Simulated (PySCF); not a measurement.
Computed IR spectrum (relative IR intensity) of a molecule C2H5O, multiplicity 2. Coordinates come from a PBE0-D3(BJ)/def2-TZVP optimisation. Other conformers were not sampled. Computed with PBE0-D3(BJ)/def2-TZVP in PySCF 2.14.0. Frequencies are harmonic and unscaled.

| ν (cm⁻¹) | relative intensity |
|---|---|
| 69 | 50 |
| 264 | 50 |
| 436 | 22 |
| 1098 | 8.4 |
| 1106 | 57 |
| 1327 | 40 |
| 1386 | 50 |
| 1407 | 100 |
| 1477 | 23 |
| 1487 | 21 |
| 2913 | 79 |
| 2926 | 15 |
| 3054 | 37 |
| 3132 | 56 |
| 3140 | 50 |

Q: Identify the compound among the candidates.
A) CC[O]
B) [CH2]CO
C) [CH2]OC
D) C[CH]O

A: A, CC[O]
